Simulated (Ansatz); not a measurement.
Geometry optimisation, Ansatz, RKS PBE-D4/def2-SVPD.

Input file:

```yaml
crystal:
  periodic: [false, false, false]
  atoms:
    - { symbol: Al, position_ang: [0.0, 0.0, 0.0] }
    - { symbol: O, position_ang: [0.0, 0.0, 1.78] }
    - { symbol: H, position_ang: [-0.9095, -0.2814, 2.1171] }
    - { symbol: H, position_ang: [1.351, 0.0, -0.78] }
    - { symbol: Cl, position_ang: [-1.9312, 0.0, -1.115] }
basis:
  gaussian: { orbitals: def2-SVPD }
hamiltonian:
  xc: pbe
  dispersion: d4
relax:
  f_tol: 0.02
  max_steps: 40
```

Run as:

```bash
$ ansatz run input.yaml --threads 1 --pin off --max-ram 2048MiB --backend cpu --events-out ev --progress --plain --runs-dir out
```

Q: Where does it end, and by what steps?

A: It converged. After 6 steps the energy has fallen by 0.174 eV; O2 moved furthest, 0.16 Å.

```tsv
step	energy less start (eV)	largest force component (eV/Å)	accepted
0	0.0000	1.617	yes
1	0.0122	2.828	no
2	-0.1540	0.620	yes
3	-0.1696	0.239	yes
4	-0.1737	0.050	yes
5	-0.1738	0.025	yes
6	-0.1738	0.000	yes
```

```xyz
5
Properties=species:S:1:pos:R:3
Al -0.038 -0.025 -0.028
O -0.060 -0.125 1.692
H -0.870 -0.175 2.221
H 1.348 0.051 -0.769
Cl -1.870 -0.008 -1.114
```

Whether the end is a true minimum wasn't checked by a vibrational analysis.

Run time: 18 s on 1 thread of Arm Neoverse V1, with other jobs on the host, peak memory 0.15 GiB.
